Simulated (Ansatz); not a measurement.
This geometry of CH3OS (6 atoms, charge 1, multiplicity 1) is a first-order saddle point.

Computed with RKS PBE0-D4/def2-mTZVP in Ansatz.

```xyz
6
Properties=species:S:1:pos:R:3
O -0.545 -1.047 -1.121
C -0.570 -0.784 0.001
S 0.504 0.875 0.643
H -1.055 -1.222 0.880
H 0.043 1.663 -0.363
H 1.623 0.516 -0.040
```

Task: Which two structures does it join? (They come from a converged band through this point; their orientation in space is the band's.)

Result: No bond is made or broken. The dihedral O1–C2–S3–H6 goes from -112 to 15°. The two ends are copies of one structure, up to a mirror image or an exchange of like atoms.

Image 0:

```xyz
6
Properties=species:S:1:pos:R:3
O -1.195 -0.748 -1.002
C -0.584 -0.763 -0.023
S 0.333 0.964 0.569
H -0.392 -1.530 0.736
H 0.231 1.551 -0.652
H 1.606 0.526 0.372
```

Image 10:

```xyz
6
Properties=species:S:1:pos:R:3
O -0.088 -1.558 -0.740
C -0.551 -0.789 -0.014
S 0.625 0.752 0.642
H -1.532 -0.699 0.469
H -0.025 1.731 -0.042
H 1.571 0.563 -0.315
```

Task: How far does it lie above each of them?

Result: 0.024 eV above the first and 0.024 eV above the second. This is the barrier of this one path; another mechanism may lie lower. Limits of this set-up: the dipole of an ion depends on the origin.

The run took 2 min on 1 thread of Arm Neoverse V2 (shared host), peak memory 0.13 GiB.
